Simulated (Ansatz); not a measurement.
Consider the substitution at a C–C bond: `CCC(O)S` + CH₃OH → `COC(O)S` + `CC`.

Calculated with Ansatz (gas phase, PBE0-D4/def2-TZVP geometries, no zero-point term in ΔE). CBS: MP2 limit from def2 TZ/QZ plus the TZ coupled-cluster correction, frozen cores. This one scheme is used for every species. Functionals use def2-TZVPP. One conformer a species, not always the lowest.

Q: Is it downhill or uphill in electronic energy at CCSD(T)/CBS, and by how much? (Best estimate.)

A: Ansatz gave: Uphill: ΔE = +17.5 kJ/mol.

Q: What do these levels give: r2SCAN-D4, PBE0-D4, B2PLYP, PBE, r2SCAN, HF/def2-TZVPP, MP2/def2-TZVPP, SCS-MP2/def2-TZVPP, CCSD/def2-TZVPP, HF/def2-QZVPP, MP2/def2-QZVPP, CCSD/CBS(def2)? (Estimate.)

A: The calculation gave: r2SCAN-D4 6.4, PBE0-D4 11.3, B2PLYP 8.4, PBE 6.8, r2SCAN 5.9, HF/def2-TZVPP 4.1, MP2/def2-TZVPP 17.1, SCS-MP2/def2-TZVPP 14.3, CCSD/def2-TZVPP 13.2, HF/def2-QZVPP 4.7, MP2/def2-QZVPP 19.9, CCSD/CBS(def2) 17.8 kJ/mol.

Largest T1 diagnostic among the species: 0.012.

In def2-TZVPP, CCSD(T) changes the Hartree–Fock value by +8.9 kJ/mol (the triples alone add −0.2 kJ/mol) and MP2 by +13.0 kJ/mol.
